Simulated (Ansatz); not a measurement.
[Br···H···H], doublet in 6-31G: errors against full CI

Geometry: a point of a hydrogen-transfer path between rigid fragments, not a stationary point.

```yaml
atoms:
  - { symbol: Br, position_ang: [0.0000, 0.0000, -1.2537] }
  - { symbol: H, position_ang: [0.0000, 0.0000, 0.0673] }
  - { symbol: H, position_ang: [0.0000, 0.0000, 1.1863] }
```

Basis 6-31G (Cartesian d functions); Ansatz 0.2.0. Correlated methods freeze the noble-gas cores and the filled d shells of p-block atoms, which leaves 9 electrons in 19 orbitals. R marks a restricted (for open shells ROHF) determinant, U an unrestricted one. Active spaces: pair = (3e, 3o) about the gap; valence = (9e, 6o) chosen from the atoms' valence shells. No spin–orbit coupling is included, and no scalar relativity.

Full CI is exact within this basis and frozen core; it isn't the basis-set limit. The frozen core follows each run's orbitals, which can shift R against U totals by a few meV for light atoms and by up to 0.1 eV past Ca.

For open shells CISD and CISDTQ are restricted-active-space CI with the open shells as a complete middle space.

The UHF ⟨S²⟩ is 0.762. The T1 diagnostic (RCCSD) is 0.0184 and the largest doubles amplitude (RCCSD) is 0.057.

```json
{"level": "RHF", "E − E(full CI) (meV)": "1630", "share of correlation (%)": "0.00", "wall time": "–"}
{"level": "RMP2", "E − E(full CI) (meV)": "323", "share of correlation (%)": "80.16", "wall time": "–"}
{"level": "CISD", "E − E(full CI) (meV)": "51", "share of correlation (%)": "96.87", "wall time": "0.6 s"}
{"level": "RCCSD", "E − E(full CI) (meV)": "20", "share of correlation (%)": "98.77", "wall time": "–"}
{"level": "RCCSD(T)", "E − E(full CI) (meV)": "4", "share of correlation (%)": "99.78", "wall time": "0.9 s"}
{"level": "BCCD(T)", "E − E(full CI) (meV)": "4", "share of correlation (%)": "99.78", "wall time": "0.75 s"}
{"level": "RCCSDT", "E − E(full CI) (meV)": "0", "share of correlation (%)": "100.00", "wall time": "–"}
{"level": "CISDTQ", "E − E(full CI) (meV)": "1", "share of correlation (%)": "99.93", "wall time": "4.6 s"}
{"level": "RCCSDT(Q)", "E − E(full CI) (meV)": "0", "share of correlation (%)": "100.00", "wall time": "3.2 s"}
{"level": "RCCSDTQ", "E − E(full CI) (meV)": "0", "share of correlation (%)": "100.00", "wall time": "29 s"}
{"level": "CASSCF (pair space)", "E − E(full CI) (meV)": "1137", "share of correlation (%)": "30.28", "wall time": "–"}
{"level": "NEVPT2 (pair space)", "E − E(full CI) (meV)": "179", "share of correlation (%)": "89.02", "wall time": "0.54 s"}
{"level": "MRCISD (pair space)", "E − E(full CI) (meV)": "38", "share of correlation (%)": "97.70", "wall time": "–"}
{"level": "MRCISD+Q (pair space)", "E − E(full CI) (meV)": "16", "share of correlation (%)": "99.04", "wall time": "0.69 s"}
{"level": "CASSCF (valence space)", "E − E(full CI) (meV)": "1096", "share of correlation (%)": "32.75", "wall time": "–"}
{"level": "NEVPT2 (valence space)", "E − E(full CI) (meV)": "262", "share of correlation (%)": "83.96", "wall time": "0.57 s"}
{"level": "MRCISD (valence space)", "E − E(full CI) (meV)": "34", "share of correlation (%)": "97.91", "wall time": "–"}
{"level": "MRCISD+Q (valence space)", "E − E(full CI) (meV)": "14", "share of correlation (%)": "99.14", "wall time": "0.9 s"}
```

The correlation energy at full CI, counted from RHF, is -1.630 eV. That run took 58 s on 1 thread of AMD EPYC 7R43, shared host over 11,261,472 determinants.

Run but not shown, since their state or frozen core can't be matched to the reference's or they repeat it: UHF, UMP2, UCCSD, UCCSD(T), UCCSDT, UCCSDT(Q).

Times hold each run's SCF and search for its determinant on a shared host, so for small cases they say little of a method's own cost; they ran on 1 thread of AMD EPYC 7R43.

The full-CI state has the irrep A1 of C2v, in the program's axes (one component, if the state is degenerate).

Natural occupations of full CI about the gap: 1.992 1.989 1.989 1.970 1.001 0.026 0.010 0.010 0.007 0.003; effectively unpaired electrons, Σ n²(2−n)², 1.01.
